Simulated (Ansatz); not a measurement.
A nudged elastic band was laid between two geometries of ClFH2Si (5 atoms, charge 0, multiplicity 1).

Method: RKS B3LYP-D4/def2-SVP (Ansatz).

| Quantity | Value |
| --- | --- |
| movable images | 5 |
| climbing image | yes |
| spring | 5.0 eV/Å² |
| optimiser | quadratic models (default) |
| start path | through a guess of the saddle point |
| force threshold | 0.05 eV/Å |
| iteration limit | 60 |
| end points | relaxed |

Initial state:

```xyz
5
Properties=species:S:1:pos:R:3
Si 0.246 0.003 0.125
F 0.303 0.026 1.743
H 1.633 0.048 -0.391
Cl -0.764 1.680 -0.521
H -0.491 -1.210 -0.299
```

Final state:

```xyz
5
Properties=species:S:1:pos:R:3
Si 0.212 -0.575 -0.859
F 1.209 -0.075 1.077
H 0.833 0.798 1.048
Cl -0.398 1.521 -0.617
H -0.929 -1.122 0.008
```

Problem. Which bonds break or form, and what moves?

Solution. Bonds broken: Si1–F2, Si1–H3. Bonds formed: F2–H3. ClFH2Si becomes ClHSi + FH.

Problem. Give the energies along the band, and the barrier.

Solution. The run converged. The highest image is number 2 of 0 to 6, 82.1 kcal/mol above the first end and 15.8 kcal/mol above the last; the last end lies 66.3 kcal/mol above the first. Neighbouring images differ by up to 2.4 eV, so the band resolves the path poorly. A vibrational analysis at the climbing image gives one clearly imaginary mode, 1250i cm⁻¹: a first-order saddle point. The orbitals stay closed-shell, which can raise the energy where a bond breaks towards radicals; this wasn't checked here.

| image | path coordinate (Å) | energy (kcal/mol) | Si1–F2 (Å) | Si1–H3 (Å) | F2–H3 (Å) |
| --- | --- | --- | --- | --- | --- |
| 0 | 0.00 | 0.0 | 1.62 | 1.48 | 2.51 |
| 1 | 0.67 | 27.3 | 1.66 | 1.48 | 1.86 |
| 2 | 1.33 | 82.1 | 1.96 | 1.66 | 1.17 |
| 3 | 1.91 | 71.0 | 2.29 | 2.33 | 0.94 |
| 4 | 2.49 | 69.7 | 2.34 | 2.76 | 0.93 |
| 5 | 3.07 | 68.4 | 2.34 | 2.71 | 0.93 |
| 6 | 3.65 | 66.3 | 2.23 | 2.43 | 0.95 |

Problem. What is the geometry of the highest image?

Solution. 
```xyz
5
Properties=species:S:1:pos:R:3
Si 0.207 -0.035 -0.406
F 0.905 0.041 1.422
H 1.609 0.038 0.485
Cl -1.002 1.650 -0.590
H -0.791 -1.147 -0.255
```

Run time: 100 s on 1 thread of Arm Neoverse V1, on a shared host, peak memory 0.11 GiB.
